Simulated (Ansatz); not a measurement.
# Beryllium, hcp under LDA: convergence with the Fermi-Dirac smearing

How small must the Fermi-Dirac smearing width be for energy and pressure to settle? The geometry was relaxed under LDA beforehand and stays fixed; 6 values are run, from 0.01 to 1.0 eV. Wanted are the values from which on the energy stays within 10 and 1 meV/atom, and the pressure within 0.5 GPa, of the narrowest run. Within the series other settings stay, but some runs also write fields, which adds to their time. Spin polarisation is left out.

Method: DFT LDA, plane waves with PAW, scalar-relativistic, in Ansatz 0.2.0.

## (1) The system as given

The structure is hexagonal, space group P6_3/mmc (No. 194). Conventional cell: a = 2.230 Å, b = 2.230 Å, c = 3.508 Å, α = 90.00°, β = 90.00°, γ = 120.00°. Around Be (site symmetry -6m2) lie 12 Be at 2.18 to 2.23 Å.

Coordinates:

```
Be
1.0
     2.22952    0.00000    0.00000
    -1.11476    1.93082    0.00000
     0.00000    0.00000    3.50833
Be
2
Direct
  0.33333 0.66667 0.25000
  0.66667 0.33333 0.75000
```

## (2) With a width of 0.01 eV

The run at 0.01 eV.

File input.yaml:

```yaml
crystal:
  lattice:
    - [2.2295160349, 0.0, 0.0]
    - [-1.1147580175, 1.9308175243, 0.0]
    - [0.0, 0.0, 3.5083258361]
  atoms:
    - { symbol: Be, position: [0.3333333333, 0.6666666667, 0.25] }
    - { symbol: Be, position: [0.6666666667, 0.3333333333, 0.75] }
hamiltonian:
  xc: lda
  pseudopotentials:
    kind: paw
    azcp:
      Be: "pseudopotentials/Be.paw.azcp"
basis:
  ecutwfc: 420
  fft_grid_basis: typed
kpoints:
  mp_grid: { grid: [16, 16, 9], shift: [0, 0, 0] }
magnetization:
  spin_polarized: false
scf:
  occupations: { method: fermi_dirac, width: 0.01 }
  lower_state_search: "off"
output:
  stress: true
```

Launch:

```bash
$ ansatz run input.yaml --threads 2 --pin off --max-ram 5120MiB --backend cpu --events-out ev --progress --plain --runs-dir out
```

## (3) With a width of 0.03 eV

The run at 0.03 eV.

Changes to input.yaml since step 2:

```diff
@@ -22,3 +22,3 @@
 scf:
-  occupations: { method: fermi_dirac, width: 0.01 }
+  occupations: { method: fermi_dirac, width: 0.03 }
   lower_state_search: "off"
@@ -26 +26,5 @@
   stress: true
+  write_density: true
+  write_potential: true
+  elf: true
+  volumetric_format: npy
```

## (4) With a width of 0.2 eV

The run at 0.2 eV.

Changes to input.yaml since step 3:

```diff
@@ -22,3 +22,3 @@
 scf:
-  occupations: { method: fermi_dirac, width: 0.03 }
+  occupations: { method: fermi_dirac, width: 0.2 }
   lower_state_search: "off"
@@ -26,5 +26 @@
   stress: true
-  write_density: true
-  write_potential: true
-  elf: true
-  volumetric_format: npy
```

## (5) With a width of 0.3 eV

The run at 0.3 eV.

Changes to input.yaml since step 4:

```diff
@@ -22,3 +22,3 @@
 scf:
-  occupations: { method: fermi_dirac, width: 0.2 }
+  occupations: { method: fermi_dirac, width: 0.3 }
   lower_state_search: "off"
```

## (6) With a width of 0.6 eV

The run at 0.6 eV.

Changes to input.yaml since step 5:

```diff
@@ -22,3 +22,3 @@
 scf:
-  occupations: { method: fermi_dirac, width: 0.3 }
+  occupations: { method: fermi_dirac, width: 0.6 }
   lower_state_search: "off"
```

## (7) With a width of 1.0 eV

The run at 1.0 eV.

Changes to input.yaml since step 6:

```diff
@@ -22,3 +22,3 @@
 scf:
-  occupations: { method: fermi_dirac, width: 0.6 }
+  occupations: { method: fermi_dirac, width: 1.0 }
   lower_state_search: "off"
```

(Steps that only read results are left out.)

Before running it: what results should come out?

**Answer**, as computed:

```
                                           quantity                       value
       E(σ → 0) stays within 10 meV/atom of 0.01 eV                up to 0.3 eV
                   E(σ → 0) stays within 1 meV/atom                up to 0.2 eV
                      pressure stays within 0.5 GPa                up to 0.3 eV
                                pressure at 0.01 eV                   -0.01 GPa
energy of a separate run on a finer mesh (26×26×15)  +0.8 meV/atom from 0.01 eV
```

In words: The far end, 1.0 eV, lies +63.2 meV/atom and +6.0 GPa from the yardstick. Over the range F shifts by -224.6 meV/atom, while E(σ → 0) shifts by +63.2. In theory F falls as the square of the width under this scheme, but here the ratio is not steady: the mesh at narrow widths, or a density of states that varies over the wide ones, can both cause that. The mesh (16×16×9) is fixed, so the narrowest widths carry a k-point error of their own. The yardstick itself is unsettled by 0.8 meV/atom against the finer mesh, so the thresholds above hold only within this series, and wider smearing, which averages over more states, can land nearer the fine-mesh value than the narrowest does. The cell taken over is 7 % smaller than the measured one (8.11 Å³/atom, COD).
